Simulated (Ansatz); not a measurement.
# B2+ (doublet): wave-function methods side by side, def2-TZVPP

The task here is to estimate one member of a computed series from the others.

Computed with Ansatz 0.2.0, Gaussian basis. Level: def2-TZVPP, core rule «outside noble gas», up to 2 orbitals frozen.

The runs, in order: UHF; ROHF; CCSD(T) on UHF.

2 further runs of the same task are left out: 2 set aside as unsound or not needed.

## The system

The geometry is a PBE0/def2-TZVP stationary point (not a proven minimum) of the parent state, kept for this charge and spin.

2 atoms, charge 1, spin multiplicity 2.

Atoms are counted from 1 here; the program's logs count them from 0.

Bond lengths: B1–B2 1.641 Å.

Set-up of the first run:

Input file in.yaml:

```yaml
crystal:
  periodic: [false, false, false]
  atoms:
    - {symbol: B, position_ang: [0.000000, 0.000000, 0.000000]}
    - {symbol: B, position_ang: [0.000000, 0.000000, 1.640578]}
basis:
  gaussian: {orbitals: def2-TZVPP}
total_charge: 1
magnetization: {spin_polarized: true, initial_magnetization: 1}
hamiltonian: {xc: hf}
output: {orbitals: {seedname: orbitals}}
```

Command:

```console
$ ansatz run in.yaml --threads 1 --pin off --events-out ev --progress --plain --max-ram 4096MiB --backend cpu
```

Among the steps run: UHF; ROHF; CCSD(T) on UHF.

One of the session's tables, all rows but one given; the rest of the session is left out.

| method | from UCCSD(T) (meV) |
| --- | --- |
| ROHF | +4518.4 |
| UHF | +2888.3 |
| UMP2 | ? |
| UCCSD | +183.8 |
| UCCSD(T) | 0 |

Estimate the missing values for UMP2.

The run gave: from UCCSD(T) (meV): +1039.8. In the column «from UCCSD(T) (meV)» it lies between UCCSD (+183.8) and UHF (+2888.3).

The program flags UCCSD(T) as in doubt (see the logs), so the zero of the table is itself unsure.

Limits of these values: The determinant is far from a pure spin state, so its energy mixes those of several spin states (harmless only where they are near-degenerate, as at dissociation). The program flags UCCSD(T) as in doubt, so the zero of the table is itself unsure.
